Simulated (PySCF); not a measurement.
# Two-photon absorption: `C=C(Cl)C=O`, C$_{3}$H$_{3}$ClO

Cartesian coordinates in Å; atom numbers follow the order of the lines, from 1:
```xyz
8

C    -1.062   -0.472   -0.464
C    -0.221    0.245    0.276
Cl   -0.768    1.336    1.498
C     1.246    0.167    0.114
O     1.796   -0.540   -0.685
H    -0.659   -1.134   -1.212
H    -2.130   -0.418   -0.352
H     1.807    0.826    0.800
```

Method: PySCF 2.14.0, TDDFT PBE0/aug-cc-pVDZ excited states, vertical, gas phase. Geometry: GFN2-xTB.

Give the one- and two-photon strengths of the lowest singlets.

δ for parallel linear polarisation; σ at the peak of a Lorentzian of half width 0.1 eV, single beam; Ω is circular over linear.
```
state  E (eV)      f  photon λ (nm)  δ (au)  σ (GM)     Ω              main
   S1    3.61  0.000            687    <0.1    0.00     –  HOMO−1→LUMO 0.97
   S2    4.97  0.110            499    55.4    0.50  1.49    HOMO→LUMO 0.96
   S3    5.76  0.001            430    0.82    0.01  1.50  HOMO−2→LUMO 0.99
   S4    6.87  0.000            361    1.56    0.03  1.50  HOMO→LUMO+2 0.88
   S5    7.04  0.001            352    88.7    1.61  1.50  HOMO→LUMO+1 0.96
```

Among these, the strongest one-photon state is S2, the strongest two-photon state S5, with a dipole change of 3.5 D (relaxed, norm of the difference vector).
